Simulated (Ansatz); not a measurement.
# CH₄BO− (SMILES [CH2-]BO): one structure at several levels

An exercise on one series of results from a longer session: the logs are not shown, and one member is left open.

Method: single points in def2-TZVPPD; program: Ansatz 0.2.0, Gaussian basis.

Cores are frozen in the correlated methods.

### The system as given

SMILES `[CH2-]BO`, 7 atoms, charge -1, spin multiplicity 1.

Atoms are counted from 1 here; the program's logs count them from 0.

Bond lengths: C1–B2 1.398 Å, C1–H4 1.080 Å, C1–H5 1.121 Å, B2–O3 1.375 Å, B2–H6 1.189 Å, O3–H7 0.976 Å. Angles: B2–C1–H4 129.7°, B2–C1–H5 118.9°, H4–C1–H5 111.4°, C1–B2–O3 124.4°, C1–B2–H6 128.3°, O3–B2–H6 107.1°, B2–O3–H7 106.6°.

Coordinates:

```xyz
7

C    -0.7155    0.1751   -0.4932
B     0.3029    0.2509    0.4622
O     1.2581   -0.7183    0.6567
H    -0.9181   -0.5909   -1.2265
H    -1.4656    1.0058   -0.5525
H     0.5747    1.1588    1.1798
H     1.1263   -1.3850   -0.0437
```

The first run:

run/in.yaml reads:

```yaml
crystal:
  periodic: [false, false, false]
  atoms:
    - {symbol: C, position_ang: [-0.715500, 0.175100, -0.493200]}
    - {symbol: B, position_ang: [0.302900, 0.250900, 0.462200]}
    - {symbol: O, position_ang: [1.258100, -0.718300, 0.656700]}
    - {symbol: H, position_ang: [-0.918100, -0.590900, -1.226500]}
    - {symbol: H, position_ang: [-1.465600, 1.005800, -0.552500]}
    - {symbol: H, position_ang: [0.574700, 1.158800, 1.179800]}
    - {symbol: H, position_ang: [1.126300, -1.385000, -0.043700]}
basis:
  gaussian: {orbitals: "def2-TZVPPD.json"}
total_charge: -1
correlation: {method: ccsd_t}
output: {forces: true}
```

The basis file named in the input lies beside it (Basis Set Exchange, JSON).

No record of the launch command was kept for these runs.

Among the steps run: CCSD(T)/def2-TZVPPD; PBE0-D4/def2-TZVPPD; wB97M-V/def2-TZVPPD; r2SCAN-D4/def2-TZVPPD; PBE-D4/def2-TZVPPD; B97M-V/def2-TZVPPD; LC-wPBE/def2-TZVPPD.

One of the session's tables, all rows but one given; the rest of the session is left out.

| method | RMS force component (eV/Å) | angle to CCSD(T) forces (°) |
| --- | --- | --- |
| CCSD(T) | 1.218 | reference |
| PBE0-D4 | ? | ? |
| wB97M-V | 1.129 | 3.9 |
| r2SCAN-D4 | 1.106 | 3.4 |
| PBE-D4 | 1.096 | 8.6 |
| B97M-V | 1.082 | 7.9 |
| LC-wPBE | 1.113 | 6.4 |

**Question.** Estimate the row for PBE0-D4.

The run gave: RMS force component (eV/Å): 1.107; angle to CCSD(T) forces (°): 5.5. In the column «RMS force component (eV/Å)» it lies between r2SCAN-D4 (1.106) and LC-wPBE (1.113).

Caveats from the session: The anion's highest level is positive in at least one run, so there the basis alone may hold the extra electron.
